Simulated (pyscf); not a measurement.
A first-order saddle from PySCF, ωB97X-D3(BJ)/def2-SVP:

```xyz
6

F      0.0819    -0.8711     1.2264
Al    -0.0304    -0.6966    -0.5842
F      0.3482    -2.0910    -1.3804
F     -1.2694     0.2847    -1.0567
F      1.4429     0.2358    -0.0522
H      1.0024    -0.2032     0.9425
```

Surface: singlet, charge 0. Lowest wavenumbers (cm⁻¹): 557i, 152, 219, 223, 277.

Question: What reaction is this the transition state of?

Answer: HF + F–Al(F)–F ⇌ F–Al(F)–F + HF, a four-centre exchange read from left to right: F–H, Al–F broken and Al–F, F–H formed. At CCSD(T)/def2-TZVPP + ΔMP2(QZVPP) it lies -0.47 eV from the left side and -0.47 eV from the right (each side as separated species at their lowest minima found). On the reactant side the descent ends in an adduct with a Al–F contact, 0.76 eV under the separated species and 0.21 eV under the saddle at ωB97X-D3(BJ)/def2-TZVP. On the product side the descent ends in an adduct with a Al–F contact, 0.76 eV under the separated species and 0.21 eV under the saddle at ωB97X-D3(BJ)/def2-TZVP. At CCSD(T) the saddle lies under the separated reactants, which points to a path from their complex (located at ωB97X-D3(BJ) alone). At CCSD(T) the saddle lies under the separated products, which points to a path from their complex (located at ωB97X-D3(BJ) alone). What is counted as formed (Al–F) is already present as a longer contact in the reactant adduct; forming that adduct is a step of its own. What is counted as broken (Al–F) persists as a longer contact in the product adduct; parting that adduct is a step of its own. One saddle was located; it need not be the lowest between these sides. The CCSD(T) − MP2 part came from Ansatz, without density fitting, on the same reference.
